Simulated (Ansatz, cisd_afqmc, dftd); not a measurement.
System: C4H6, charge 0, singlet. C4H6 (SMILES CC#CC).
B3LYP-D3(BJ)/def2-TZVP minimum from Ansatz (a quantum-chemistry and plane-wave program):
```xyz
10

C     -0.0002     0.0011     2.0565
C     -0.0001     0.0003     0.6006
C      0.0001    -0.0003    -0.6006
C      0.0002    -0.0011    -2.0565
H     -0.0090     1.0202     2.4498
H     -0.8782    -0.5156     2.4506
H      0.8864    -0.5005     2.4508
H     -0.0085     1.0175    -2.4509
H      0.8870    -0.5032    -2.4500
H     -0.8777    -0.5183    -2.4502
```

Quantity: atomisation energy (electronic, to ground-state atoms), in kJ/mol. UHF or UKS for unpaired electrons; spin-orbit terms are left out. Cores are frozen in correlated methods. Rows without X2C or -DK are non-relativistic. The Monte Carlo rows (phaseless AFQMC, CISD trial, step 0.005/hartree) carry one-sigma bars that omit the constraint's bias. Outlying blocks are dropped, and bars are widened where a walk drifts. Over all cases where full CI ran beside it in this data, AFQMC minus full CI had a median of +0.1 mEh and passed +0.4 mEh in a tenth of the cases. CBS(X,Y): correlation extrapolated as X^-3, Hartree-Fock from the larger set. A bracket is a step between two methods taken in the basis named. The functionals are non-relativistic, so their misses hold any scalar relativity. Double hybrids freeze cores in their MP2 part. 'core' is core correlation in cc-pwCVTZ, 'X2C' scalar relativity in cc-pVTZ-DK, both at CCSD(T). Where a partner has so few electrons that a lower coupled-cluster level is exact, that level stands in.

```json
[
 {"level": "CAM-B3LYP/def2-TZVPD", "program": "Ansatz", "atomisation energy (kJ/mol)": "4201.1", "difference against the last row": "-5.8"},
 {"level": "wB97X-V/def2-TZVPD", "program": "Ansatz", "atomisation energy (kJ/mol)": "4186.7", "difference against the last row": "-20.2"},
 {"level": "B2PLYP-D4/def2-TZVPD", "program": "Ansatz + dftd4", "atomisation energy (kJ/mol)": "4169.3", "difference against the last row": "-37.6"},
 {"level": "B2GP-PLYP/def2-TZVPD", "program": "Ansatz", "atomisation energy (kJ/mol)": "4150.4", "difference against the last row": "-56.5"},
 {"level": "CCSD/cc-pVTZ", "program": "Ansatz", "atomisation energy (kJ/mol)": "4035.0", "difference against the last row": "-171.9"},
 {"level": "CCSD(T)/cc-pVDZ", "program": "Ansatz", "atomisation energy (kJ/mol)": "3893.4", "difference against the last row": "-313.5"},
 {"level": "CCSD(T)/CBS(cc-pVTZ,cc-pVQZ)", "program": "Ansatz", "atomisation energy (kJ/mol)": "4187.3", "difference against the last row": "-19.6"},
 {"level": "CCSDT(Q)/cc-pVDZ", "program": "Ansatz", "atomisation energy (kJ/mol)": "3895.9", "difference against the last row": "-311.0"},
 {"level": "AFQMC/CISD/cc-pVTZ", "program": "cisd_afqmc", "atomisation energy (kJ/mol)": "4095.7 ± 1.2", "difference against the last row": "-111.2"},
 {"level": "CCSD(T)/CBS(cc-pVTZ,cc-pVQZ) + [AFQMC/CISD - CCSD(T)]/cc-pVTZ + core + X2C", "program": "Ansatz + cisd_afqmc", "atomisation energy (kJ/mol)": "4205.3 ± 1.2", "difference against the last row": "-1.6"},
 {"level": "CCSD(T)/CBS(cc-pVTZ,cc-pVQZ) + [CCSDT(Q) - CCSD(T)]/cc-pVDZ + core + X2C", "program": "Ansatz", "atomisation energy (kJ/mol)": "4206.9", "difference against the last row": "0.0"}
]
```
